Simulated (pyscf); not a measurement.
Structures and frequencies: ωB97X-D3(BJ)/def2-SVP in PySCF. MP2 and CC: frozen core, UHF for open shells. ΔMP2 is the change of the MP2 total energy from the triple- to the quadruple-zeta basis.

SMILES: [Na][NH2]
```xyz
4

N      0.1389     0.4554    -0.1074
Na     1.7804     0.7905    -1.3103
H      0.0807     0.5099     0.9115
H     -0.8027     0.1755    -0.3897
```
Charge 0, spin multiplicity 1.

Task: How much does it cost (ΔH, 298 K, CCSD(T)/def2-TZVPP + ΔMP2(QZVPP)) to split `[NH2][Na]` at its N–Na bond into NH₂• + Na•?

Result: N–Na to NH₂• + Na•: 2.21 eV. The CCSD(T) − MP2 part came from Ansatz, without density fitting, on the same reference. The frozen core leaves the outer d or s,p core shells of the metals and heavy elements correlated in the MP2 and CC values, and def2-TZVPP describes them poorly, which can shift differences by a few kcal/mol.
